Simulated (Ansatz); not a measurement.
# AlSiHS+ (quartet): the correlation ladder, cc-pVDZ

An exercise on one series of results from a longer session: the logs are not shown, and one member is left open.

The runs use Ansatz 0.2.0, Gaussian basis; cc-pVDZ, core rule «outside noble gas», up to 15 orbitals frozen.

Plan: UHF; CCSD(T) on ROHF; CCSD(T) on UHF; BCCD(T) on ROHF; CISD as a restricted active space (open shells left free, so some higher excitations enter); CCSDT(Q) on ROHF; CCSDT(Q) on UHF.

20 further runs of the same task are left out: 7 that didn't finish, 13 set aside as unsound or not needed. Runs told in other sessions of the task aren't counted.

**The system**

The geometry is a PBE0/def2-TZVP stationary point (not a proven minimum) of the parent state, kept for this charge and spin.

4 atoms, charge 1, spin multiplicity 4.

Atoms are counted from 1 here; the program's logs count them from 0.

Bond lengths: S1–Al2 2.199 Å, S1–H4 1.347 Å, Al2–Si3 2.346 Å. Angles: Al2–S1–H4 91.0°, S1–Al2–Si3 178.7°.

The first run:

in.yaml

```yaml
crystal:
  periodic: [false, false, false]
  atoms:
    - {symbol: S, position_ang: [-0.000005, -0.373242, 1.669500]}
    - {symbol: Al, position_ang: [0.000013, -0.307465, -0.528629]}
    - {symbol: Si, position_ang: [-0.000005, -0.291203, -2.875005]}
    - {symbol: H, position_ang: [-0.000003, 0.971910, 1.734134]}
basis:
  gaussian: {orbitals: cc-pVDZ}
total_charge: 1
magnetization: {spin_polarized: true, initial_magnetization: 3}
hamiltonian: {xc: hf}
output: {orbitals: {seedname: orbitals}}
```

The run is started by

```
$ ansatz run in.yaml --threads 1 --pin off --events-out ev --progress --plain --max-ram 2393MiB
```

Steps of the session up to this table: UHF; CCSD(T) on ROHF; CCSD(T) on UHF; BCCD(T) on ROHF; CISD as a restricted active space (open shells left free, so some higher excitations enter); CCSDT(Q) on ROHF; CCSDT(Q) on UHF.

One of the session's tables, all rows but one given; the rest of the session is left out.

| method | from UCCSDT(Q) (kcal/mol) |
| --- | --- |
| ROHF | +168.52 |
| UHF | +167.48 |
| RMP2 | +31.08 |
| UMP2 | +31.23 |
| CISD | ? |
| RCCSD | +7.97 |
| UCCSD | +7.94 |
| RCCSD(T) | +1.69 |
| UCCSD(T) | +1.69 |
| BCCD(T) | +1.65 |
| RCCSDT | +0.54 |
| UCCSDT | +0.53 |
| RCCSDT(Q) | +0.05 |
| UCCSDT(Q) | 0 |

Estimate the missing values for CISD.

**Answer.** from UCCSDT(Q) (kcal/mol): +24.10. In the column «from UCCSDT(Q) (kcal/mol)» it lies between RCCSD (+7.97) and RMP2 (+31.08).

To keep in mind: Restricted and unrestricted rows rest on different reference determinants; a gap between their highest levels can come from leftover correlation error, from unlike frozen cores or from another state.
